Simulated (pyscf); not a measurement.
PySCF, gas phase, ωB97X-D3(BJ)/def2-SVP geometries.

Question: For the elementary gas-phase step Cl–BH–Cl + H₂O → HO–B(Cl)–Cl + H₂ (singlet surface; B–H, H–O broken, B–O, H–H formed), what barrier and reaction energy does ωB97M-D3(BJ)/def2-TZVP give, measured from the separated reactants?

Answer: ΔE‡ = 0.79 eV, ΔE = -1.19 eV. Zero-point energy shifts the barrier by +0.02 eV. It is a four-centre exchange, with an imaginary mode of 1458i cm⁻¹. On the reactant side the descent ends in an adduct with a B–O contact, 0.52 eV under the separated species and 1.32 eV under the saddle at ωB97X-D3(BJ)/def2-TZVP. What is counted as formed (B–O) is already present as a longer contact in the reactant adduct; forming that adduct is a step of its own. At the saddle there is also a short B–H contact that neither side keeps. The same reactants have a lower exit, to HCl + HO–BH–Cl (barrier +0.28 eV at ωB97M-D3(BJ)/def2-TZVP, against +0.79 eV here). One saddle was located; it need not be the lowest between these sides.
